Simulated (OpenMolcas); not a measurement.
# A workflow on SiN2H5 (SMILES N[SiH]N), part 1 of 2

Wanted: a series of 14 runs (ROHF/ANO-R1, CASSCF(9,8)/ANO-R1, CASPT2[IPEA 0](9,8)/ANO-R1, RASPT2(9,10)/ANO-R1, PC-NEVPT2(9,8)/ANO-R1, DMRG(9,8)/ANO-R1, MC-PDFT[ftrevPBE](9,8)/ANO-R1) of H5N2Si. 

Program for the calculation: OpenMolcas 26.06.

1 further run of the same task is left out (it didn't finish).

## 1. Starting point

SiN2H5 has 8 atoms, charge 0, and is taken as a doublet. SMILES: `N[SiH]N`. The coordinates come from a PBE0-D4/def2-TZVP relaxation. This is one conformer, not always the lowest.

Bond lengths: N1–Si2 1.713 Å, Si2–N3 1.720 Å, N1–H4 1.008 Å, N1–H5 1.005 Å, Si2–H6 1.504 Å, N3–H7 1.008 Å, N3–H8 1.008 Å. Angles: N1–Si2–N3 106.1°, N1–Si2–H6 117.2°, N3–Si2–H6 103.6°, Si2–N1–H4 122.2°, Si2–N1–H5 121.8°, Si2–N3–H7 120.2°, Si2–N3–H8 119.6°, H4–N1–H5 112.8°, H7–N3–H8 111.5°.

## 2. The energy at ROHF/ANO-R1 (sfX2C, RICD fitting) (run 1)

Input file step1.inp:

```
&GATEWAY
Coord
8
angstrom
N       -1.027000       0.622100      -0.768300
Si       0.527700       0.579900      -0.050700
N        0.789500      -1.052600       0.425100
H       -1.817900       0.144500      -0.364600
H       -1.296600       1.349400      -1.406800
H        0.716400       1.354100       1.225100
H        0.730800      -1.794000      -0.255200
H        1.468900      -1.260500       1.139500
Basis
ANO-R1
Group
NoSym
RICD
&SEWARD
&SCF
UHF
Spin
2
PrOrbitals
0
&RASSCF
FileOrb
$Project.UnaOrb
Spin
2
Nactel
1 0 0
Inactive
16
Ras2
1
OutOrbitals
Canonical
OrbListing
Few
```

Command:

```bash
$ export MOLCAS_MEM=1860
$ pymolcas step1.inp > step1.log
```

Log, cut to the lines that bear on the results:

```text
--- Start Module: gateway ---
[...]
--- Stop Module: gateway /rc=_RC_ALL_IS_WELL_ ---
[...]
      Basis functions           71
[...]
--- Start Module: scf ---
[...]
       Convergence after  13 Iterations
[...]
::    Total SCF energy                               -401.4665320073
[...]
      Total spin, S                                     0.5020753782
[...]
--- Stop Module: scf /rc=_RC_ALL_IS_WELL_ ---
[...]
--- Start Module: rasscf ---
[...]
      Number of active orbitals                  1
[...]
      Spin quantum number                      0.5
[...]
      Active orbitals                            1
[...]
      Number of CSFs                             1
[...]
      Number of root(s) required                 1
[...]
      Convergence after  7 iterations
[...]
      printout of CI-coefficients larger than  0.05 for root  1
      energy=    -401.465227
      conf/sym  1     Coeff  Weight
             1  u   1.00000 1.00000
      Natural orbitals and occupation numbers for root  1
      sym 1:   1.000000
      ************************************************************************************************************************
      *                                                    Final results                                                     *
[...]
::    RASSCF root number  1 Total energy:   -401.46522735
[...]
      Total electronic charge=   33.000000
      Total            charge=   -0.000000
[...]
      Dipole Moment (debye):
      Origin of the operator (angstrom)=    0.1842    0.1637   -0.0964
                   X= -2.8997E-01               Y= -5.7140E-01               Z= -3.4995E-01           Total=  7.3010E-01
      Quadrupole Moment (debye*angstrom):
[...]
--- Stop Module: rasscf /rc=_RC_ALL_IS_WELL_ ---
[...]
```

Wall time 15 s (1 thread of AMD EPYC 7R43 (Zen 3), shared host); peak memory 0.079 GiB.

## 3. The energy at CASSCF(9,8)/ANO-R1 (sfX2C, RICD fitting) (run 2)

Input file step2.input:

```
* H5N2Si CASSCF
&GATEWAY
Coord
8
angstrom
N       -1.027000       0.622100      -0.768300
Si       0.527700       0.579900      -0.050700
N        0.789500      -1.052600       0.425100
H       -1.817900       0.144500      -0.364600
H       -1.296600       1.349400      -1.406800
H        0.716400       1.354100       1.225100
H        0.730800      -1.794000      -0.255200
H        1.468900      -1.260500       1.139500
Basis
ANO-R1
Group
NoSym
RICD
&SEWARD
&RASSCF
FileOrb
$CurrDir/step1.RasOrb
Spin
2
Nactel
9 0 0
Inactive
12
Ras2
8
OrbListing
Few
OrbAppear
Compact
```

Command:

```bash
$ export MOLCAS_MEM=1860
$ pymolcas step2.input > step2.log
```

Log, cut to the lines that bear on the results:

```text
--- Start Module: gateway ---
[...]
--- Stop Module: gateway /rc=_RC_ALL_IS_WELL_ ---
[...]
--- Start Module: seward ---
[...]
      Basis functions           71
--- Stop Module: seward /rc=_RC_ALL_IS_WELL_ ---
[...]
--- Start Module: rasscf ---
[...]
      Number of active orbitals                  8
[...]
      Spin quantum number                      0.5
[...]
      Active orbitals                            8
[...]
      Number of CSFs                          2352
[...]
      Number of root(s) required                 1
[...]
      Convergence after 30 iterations
[...]
      printout of CI-coefficients larger than  0.05 for root  1
      energy=    -401.519939
      conf/sym  11111111     Coeff  Weight
             1  2222u000  -0.98493 0.97008
      Natural orbitals and occupation numbers for root  1
      sym 1:   1.985009   1.978048   1.979527   1.999711   1.002370   0.019177   0.014160   0.021999
      ************************************************************************************************************************
      *                                                    Final results                                                     *
[...]
::    RASSCF root number  1 Total energy:   -401.51993935
[...]
      Total electronic charge=   33.000000
      Total            charge=   -0.000000
[...]
      Dipole Moment (debye):
      Origin of the operator (angstrom)=    0.1842    0.1637   -0.0964
                   X= -2.2767E-01               Y= -8.1668E-01               Z= -1.7827E-01           Total=  8.6636E-01
      Quadrupole Moment (debye*angstrom):
[...]
--- Stop Module: rasscf /rc=_RC_ALL_IS_WELL_ ---
[...]
```

It took 18 s on 1 thread of AMD EPYC 7R43 (Zen 3), shared host; peak memory 0.081 GiB.

Runs 3 to 9 aren't shown in full; the table further down has their settings and results.

## 4. A single-point energy at DMRG(9,8)/ANO-R1 (sfX2C, RICD fitting, bond dimension 16) (run 10)

Input file step10.input:

```
* H5N2Si DMRG-SCF

&GATEWAY
 Coord
 8
 angstrom
 N       -1.027000       0.622100      -0.768300
 Si       0.527700       0.579900      -0.050700
 N        0.789500      -1.052600       0.425100
 H       -1.817900       0.144500      -0.364600
 H       -1.296600       1.349400      -1.406800
 H        0.716400       1.354100       1.225100
 H        0.730800      -1.794000      -0.255200
 H        1.468900      -1.260500       1.139500
 Basis
 ANO-R1
 Group
 NoSym
 RICD

&SEWARD

&RASSCF
 FileOrb
 $CurrDir/step2.RasOrb
 Spin
 2
 Nactel
 9 0 0
 Inactive
 12
 Ras2
 8
 OrbListing
 Few
 OrbAppear
 Compact
 DMRG
 RGInput
 nsweeps = 6
 max_bond_dimension = 16
 EndRG
```

Command:

```bash
$ export MOLCAS_MEM=1860
$ pymolcas step10.input > step10.log
```

Log, cut to the lines that bear on the results:

```text
--- Start Module: gateway ---
[...]
--- Stop Module: gateway /rc=_RC_ALL_IS_WELL_ ---
[...]
--- Start Module: seward ---
[...]
      Basis functions           71
--- Stop Module: seward /rc=_RC_ALL_IS_WELL_ ---
[...]
--- Start Module: rasscf ---
[...]
      Number of active orbitals                  8
[...]
      Spin quantum number                      0.5
[...]
      Active orbitals                            8
[...]
      Jacobi-Davidson threshold                   0.100E-10
[...]
      Number of root(s) required                 1
[...]
      Convergence after 13 iterations
[...]
      Natural orbitals and occupation numbers for root  1
      sym 1:   1.986017   1.979523   1.980787   1.999744   1.002204   0.018007   0.013158   0.020560
      ************************************************************************************************************************
      *                                                    Final results                                                     *
[...]
::    RASSCF root number  1 Total energy:   -401.51880166
[...]
      Total electronic charge=   33.000000
      Total            charge=   -0.000000
[...]
      Dipole Moment (debye):
      Origin of the operator (angstrom)=    0.1842    0.1637   -0.0964
                   X= -2.3238E-01               Y= -8.0243E-01               Z= -1.9025E-01           Total=  8.5678E-01
      Quadrupole Moment (debye*angstrom):
[...]
--- Stop Module: rasscf /rc=_RC_ALL_IS_WELL_ ---
[...]
```

Run time: 52 s. Hardware: 1 thread of AMD EPYC 7R43 (Zen 3), shared host; peak memory 0.081 GiB.

Runs 11 to 13 aren't shown in full; the table further down has their settings and results.

(Continued in part 2 of 2.)
